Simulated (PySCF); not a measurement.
**Magnesium: a sound run and one with changed settings**

Sound run: Mg [Ne] 3s2, Mg⁺ [Ne] 3s1. All numbers are calculated (PySCF 2.14, the spin-free X2C one-electron Hamiltonian (Gaussian nucleus), in jorge-DZP-DKH (7s4p1d, 24 functions)). In the sound run the correlated levels freeze [Ne]. The sound run starts from symmetry-adapted Hartree-Fock orbitals and uses a fine grid where one is needed.

Changed run: no relativity, point nucleus. This setting is unsound on purpose.

```tsv
species	method	sound run (hartree)	changed run (hartree)	converged
Mg	UHF	-199.91307	-199.57202	yes
Mg	r2SCAN	-200.34203	-199.99924	yes
Mg	MN15	-200.36553	-200.01235	yes
Mg	MP2	-199.93396	-199.59292	yes
Mg	CCSD(T)	-199.94581	-199.60481	yes
Mg⁺	UHF	-199.67014	-199.32952	yes
Mg⁺	r2SCAN	-200.07105	-199.72872	yes
Mg⁺	MN15	-200.08724	-199.73452	yes
```

Ionisation energy of Mg:

| method | sound run (eV) | changed run (eV) |
| --- | --- | --- |
| UHF | 6.610 | 6.599 |
| r2SCAN | 7.374 | 7.361 |
| MN15 | 7.573 | 7.560 |
| MP2 | 7.179 | 7.168 |
| SCS-MP2 | 7.293 | 7.281 |
| CCSD | 7.501 | 7.491 |
| CCSD(T) | 7.501 | 7.491 |
| CCSDT | 7.501 | 7.491 |
| FCI | 7.501 | 7.491 |

Most of the change in total energy is the relativistic energy itself. On top of that the contraction fixes the core shape for the Hamiltonian it was made with, so the changed run is not a good calculation with the other Hamiltonian either.

For comparison, NIST gives 7.646 eV between the lowest levels.
